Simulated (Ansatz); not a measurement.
We consider 2H WSe₂, described by LDA (Ansatz, a first-principles code, plane waves, PAW).

Rigid layers of the crystal as relaxed at this level are moved apart or together:

| run | k mesh | layer repeat (Å) | energy against free layers (meV/Å²) | gap on the mesh (eV) |
|---|---|---|---|---|
| 1 | 12×12×4 | 6.18 | -11.59 | 0.690 |
| 2 | 12×12×4 | 6.33 | -13.24 | 0.819 |
| 3 | 12×12×4 | 6.48 | -13.30 | 0.942 |
| 4 | 12×12×4 | 6.68 | -12.06 | 1.093 |
| 5 | 12×12×4 | 6.98 | -9.24 | 1.277 |
| 6 | 12×12×4 | 7.48 | -5.01 | 1.400 |
| 7 | 12×12×2 | 8.48 | -1.09 | 1.566 |
| 8 | 12×12×2 | 10.48 | -0.02 | 1.671 |

The lowest energy of these points lies at a layer repeat of 6.48 Å.

Spin–orbit coupling is not included.

Note: the cell comes from a level without a dispersion term, which matters for the spacing of layers, chains or molecules.
